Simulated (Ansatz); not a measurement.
Input for Ansatz (a quantum-chemistry and plane-wave program): U-HF/def2-TZVPP on CH3S (SMILES C[S]), 2S+1 = 2, atoms moved off the minimum.

Ansatz 0.2 input:
```yaml
crystal:
  periodic: [false, false, false]
  atoms:
    - {symbol: C, position_ang: [-0.95803063, -0.02401962, 0.05096947]}
    - {symbol: S, position_ang: [0.73102108, 0.12266765, -0.05568511]}
    - {symbol: H, position_ang: [-1.51729872, -0.78301955, -0.78139729]}
    - {symbol: H, position_ang: [-1.40731239, -0.44047361, 1.08345064]}
    - {symbol: H, position_ang: [-1.49614227, 1.00188510, 0.03718533]}
basis:
  gaussian:
    orbitals: def2-TZVPP
hamiltonian:
  xc: {name: HF}
magnetization: {spin_polarized: true, initial_magnetization: 1}
output: {forces: true}
```

Program output:

```
WARN ansatz: RAYON_NUM_THREADS=1 ignored (pool sized by the plan → 1); use --threads N
Functional definition: HF
integrals: 0.03 GiB planned
771 factors; their error is unknown
mean field: 0.25 GiB planned
mean field evaluation 1: about -11893.2085 eV, gradient 1.1e1 eV
mean field evaluation 2: about -11894.2015 eV, gradient 4.0e0 eV
mean field evaluation 4: about -11894.4293 eV, gradient 7.0e-1 eV
mean field evaluation 8: about -11894.4926 eV, gradient 2.3e-1 eV
mean field evaluation 16: about -11894.4990 eV, gradient 2.2e-5 eV
mean field evaluation 32: about -11894.4771 eV, gradient 5.4e-2 eV
mean field evaluation 64: about -11894.4508 eV, gradient 9.1e-2 eV
mean field evaluation 96: about -11894.4366 eV, gradient 2.7e-1 eV
mean field -11894.49901441 eV, -437.1147763985 hartree, gradient 8.2e-6 eV, S^2 0.765974; 2 other end points of the search recorded, 0 dependent functions left out
the calculation of the forces begins
reference -11894.49901441 eV, -437.1147763985 hartree; 13, 12 occupied and 102, 103 virtual orbitals, 771 factors
Total energy: -11894.49901441 eV, -437.1147763985 hartree
Atom 0 at    -0.958031    -0.024020     0.050969 Å, force    -6.682953    -1.704222     0.387911 eV/Å
Atom 1 at     0.731021     0.122668    -0.055685 Å, force     1.839488     0.105447     0.028003 eV/Å
Atom 2 at    -1.517299    -0.783020    -0.781397 Å, force     1.889797     2.538852     2.272493 eV/Å
Atom 3 at    -1.407312    -0.440474     1.083451 Å, force     1.751585     0.846188    -2.255026 eV/Å
Atom 4 at    -1.496142     1.001885     0.037185 Å, force     1.202083    -1.786266    -0.433381 eV/Å
Dipole moment:    -0.303147    -0.001433     0.052228 e Å
```

Self-consistency was reached.

Cost: around 5 core-seconds (rough).
